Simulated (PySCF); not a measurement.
# The bond of HCl+, level by level

One job finds the state of HCl+, follows it along the bond with each method and fits the curves.

The runs use PySCF 2.14.0; H def2-SVP, Cl def2-SVP, no relativity.

### 1 Set-up

Settings of the job:

```json
{
  "atoms": "H, Cl",
  "charge": "1",
  "basis": "H def2-SVP, Cl def2-SVP",
  "Hamiltonian": "no relativity",
  "basis functions": "23",
  "electrons treated": "17",
  "masses in u": "1.0078, 34.9689",
  "levels": "PBE0, PBE, r²SCAN, B3LYP, BHandHLYP, r²SCANh, LC-ωPBE, HF, MP2, SCS-MP2, CCSD, CCSD(T)",
  "grid": "80 radial by 434 angular points",
  "occupations": "held fixed by the projection of orbital angular momentum",
  "dissociation limit": "H + Cl+, each in its ground configuration",
  "starting distance in angstrom": "1.390",
  "values of 2S to try": "1, 3"
}
```

On the command line:

```console
OMP_NUM_THREADS=1 python dia.py task.json out
```

Further steps of the session: PBE0 along the bond; Excited determinants; PBE; r²SCAN (meta-GGA); B3LYP; BHandHLYP; r²SCANh; LC-ωPBE (range-separated hybrid); UHF (mean field); Correlated methods on the Hartree–Fock reference.

Q: Predict the outcome of this session. Wanted: for each run, Re; ωe; De; μ.

As calculated:

Lowest PBE0 solution found, without spin–orbit coupling: ²Π (doublet), unpaired electrons π ↑. The other levels ran on it alone.

| level | Re (Å) | ωe (cm⁻¹) | De (eV) | μ (D) |
| --- | --- | --- | --- | --- |
| UHF | 1.310 | 2857 | 3.55 | -2.01 |
| UHF-MP2 | 1.316 | 2809 | 4.35 | n/a |
| UHF-SCS-MP2 | 1.317 | 2802 | 4.39 | n/a |
| UHF-CCSD | 1.319 | 2778 | 4.39 | n/a |
| UHF-CCSD(T) | 1.320 | 2767 | 4.41 | n/a |
| PBE | 1.342 | 2585 | 4.85 | -1.97 |
| r²SCAN | 1.330 | 2667 | 4.88 | -2.01 |
| r²SCANh | 1.327 | 2693 | 4.85 | -2.02 |
| B3LYP | 1.334 | 2635 | 4.81 | -1.97 |
| PBE0 | 1.329 | 2690 | 4.78 | -1.99 |
| BHandHLYP | 1.320 | 2746 | 4.68 | -1.98 |
| LC-ωPBE | 1.323 | 2758 | 4.73 | -2.01 |

De is counted to H + Cl+ in their ground configurations. A positive dipole points from H to Cl; in an ion it is taken about the centre of mass and does not tell which atom is negative.

Differences from CCSD(T) in the same basis:

| level | Re (mÅ) | ωe (%) |
| --- | --- | --- |
| UHF | -11 | +3.2 |
| UHF-MP2 | -4 | +1.5 |
| UHF-SCS-MP2 | -3 | +1.2 |
| UHF-CCSD | -1 | +0.4 |
| PBE | +22 | -6.6 |
| r²SCAN | +10 | -3.6 |
| r²SCANh | +7 | -2.7 |
| B3LYP | +14 | -4.8 |
| PBE0 | +9 | -2.8 |
| BHandHLYP | 0 | -0.8 |
| LC-ωPBE | +3 | -0.3 |

Against CCSD(T) in the same basis, the bond length is nearest at BHandHLYP (0 mÅ) and farthest at PBE (+22 mÅ); the wavenumber is nearest at LC-ωPBE (-0.3 %) and farthest at PBE (-6.6 %). Hartree–Fock falls on the short and stiff side, its usual fault. PBE gives a bond that is too long and too soft, as GGAs tend to. CCSD(T) in a basis this small is itself some way from its limit, more so than the functionals. Of the levels with a De here, UHF gives the least (3.55 eV) and r²SCAN the most (4.88 eV).

Correlated steps freeze 5 core orbitals.
